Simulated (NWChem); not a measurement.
Program: NWChem. System: AlCl₃, charge 0, spin multiplicity 1, at a geometry optimised with PBE/def2-SVP. The structure started from a generated list of species. Level: TDA-PBE0/def2-SVP.

Input file:

```
start mol
memory heap 200 mb stack 900 mb global 1100 mb
geometry units angstroms nocenter noautoz
  Al     0.000000     0.000000    -0.000003
  Cl     0.000000     0.000000     2.093685
  Cl     1.813196     0.000000    -1.046841
  Cl    -1.813196     0.000000    -1.046841
  symmetry group C2v
end
basis spherical
  * library def2-svp
end
dft
  xc pbe0
  semidirect memsize 60000000 filesize 0
  iterations 100
end
tddft
  cis
  nroots 8
  notriplet
  thresh 1e-4
end
task tddft energy
```

NWChem printed:

```
             Northwest Computational Chemistry Package (NWChem) 7.3.0
             --------------------------------------------------------

                                NWChem Input Module
                                -------------------

 Scaling coordinates for geometry "geometry" by  1.889725989
 (inverse scale =  0.529177249)

 Turning off AUTOSYM since
 SYMMETRY directive was detected!

                             Geometry "geometry" -> ""
                             -------------------------

 Output coordinates in angstroms (scale by  1.889725989 to convert to a.u.)

  No.       Tag          Charge          X              Y              Z
 ---- ---------------- ---------- -------------- -------------- --------------
    1 Al                  13.0000     0.00000000     0.00000000    -0.00000300
    2 Cl                  17.0000     0.00000000     0.00000000     2.09368500
    3 Cl                  17.0000     1.81319600     0.00000000    -1.04684100
    4 Cl                  17.0000    -1.81319600     0.00000000    -1.04684100

 Effective nuclear repulsion energy (a.u.)     294.0886890180

            Nuclear Dipole moment (a.u.)
            ----------------------------
        X                 Y               Z
 ---------------- ---------------- ----------------
     0.0000000000     0.0000000000     0.0000226767

      Symmetry information
      --------------------

 Group name             C2v
 Group number             16
 Group order               4
 No. of unique centers     3

      Symmetry unique atoms

     1    2    3


 Summary of "ao basis" -> "" (spherical)
 ------------------------------------------------------------------------------
       Tag                 Description            Shells   Functions and Types
 ---------------- ------------------------------  ------  ---------------------
 *                          def2-svp                  on all atoms

                                 NWChem DFT Module
                                 -----------------

 Summary of "ao basis" -> "ao basis" (spherical)
 ------------------------------------------------------------------------------
[...]
            d_exc =   2.9749 Angstrom
            d_CD1 =   0.6804 Angstrom
            d_CD2 =  -1.6760 Angstrom
            d_CD3 =   3.4233 Angstrom
     Pearson C.C. =   0.0449

     Occ.   29  a1  ---  Virt.   33  a1       0.90329
     Occ.   31  b2  ---  Virt.   34  b2       0.42077
     Occ.   32  b1  ---  Virt.   36  b1      -0.05216
  ----------------------------------------------------------------------------
  Root   6 singlet b1             0.263803940 a.u.                7.1785 eV
  ----------------------------------------------------------------------------
     Transition Moments    X  0.37398   Y  0.00000   Z -0.00001
     Transition Moments   XX -0.00002  XY -0.00000  XZ  0.72405
     Transition Moments   YY -0.00000  YZ -0.00000  ZZ  0.00002
     Dipole Oscillator Strength                    0.0245967918
     Electric Quadrupole                           0.0000000513
     Magnetic Dipole                               0.0000000000
     Total Oscillator Strength                     0.0245968430

          sigma_e =   2.0084 Angstrom
          sigma_h =   2.2404 Angstrom
         |d_h->e| =   0.4484 Angstrom
            d_exc =   2.9749 Angstrom
            d_CD1 =   0.6804 Angstrom
            d_CD2 =  -1.6760 Angstrom
            d_CD3 =   3.4233 Angstrom
     Pearson C.C. =   0.0449

     Occ.   28  b1  ---  Virt.   33  a1      -0.90328
     Occ.   30  a2  ---  Virt.   34  b2      -0.42079
     Occ.   32  b1  ---  Virt.   35  a1      -0.05216
  ----------------------------------------------------------------------------
  Root   7 singlet b2             0.268903449 a.u.                7.3172 eV
  ----------------------------------------------------------------------------
     Transition Moments    X -0.00000   Y -0.00004   Z  0.00000
     Transition Moments   XX  0.00008  XY  0.00002  XZ  0.00000
     Transition Moments   YY -0.00002  YZ  0.10597  ZZ  0.00008
     Dipole Oscillator Strength                    0.0000000003
     Electric Quadrupole                           0.0000000012
     Magnetic Dipole                               0.0000006484
     Total Oscillator Strength                     0.0000006498

          sigma_e =   1.9583 Angstrom
          sigma_h =   2.1549 Angstrom
         |d_h->e| =   0.7542 Angstrom
            d_exc =   2.9839 Angstrom
            d_CD1 =   0.9508 Angstrom
            d_CD2 =  -1.3024 Angstrom
            d_CD3 =   3.7381 Angstrom
     Pearson C.C. =   0.0170

     Occ.   29  a1  ---  Virt.   34  b2       0.99912
  ----------------------------------------------------------------------------
  Root   8 singlet a2             0.268903800 a.u.                7.3172 eV
  ----------------------------------------------------------------------------
     Transition Moments    X -0.00000   Y  0.00000   Z  0.00000
     Transition Moments   XX  0.00025  XY -0.10598  XZ  0.00000
     Transition Moments   YY -0.00006  YZ  0.00002  ZZ  0.00024
     Dipole Oscillator Strength                    0.0000000000
     Electric Quadrupole                           0.0000000012
     Magnetic Dipole                               0.0000006484
     Total Oscillator Strength                     0.0000006496

          sigma_e =   1.9583 Angstrom
          sigma_h =   2.1549 Angstrom
         |d_h->e| =   0.7542 Angstrom
            d_exc =   2.9839 Angstrom
            d_CD1 =   0.9507 Angstrom
            d_CD2 =  -1.3024 Angstrom
            d_CD3 =   3.7381 Angstrom
     Pearson C.C. =   0.0170

     Occ.   28  b1  ---  Virt.   34  b2      -0.99912

              Target root =      1
          Target symmetry = none
      Ground state energy =  -1622.166128889387
        Excitation energy =      0.240628097295
     Excited state energy =  -1621.925500792092

  stored tddft:energy   -1621.9255007920917

 Task  times  cpu:       28.2s     wall:       28.2s

 Total times  cpu:       28.3s     wall:       28.3s
```
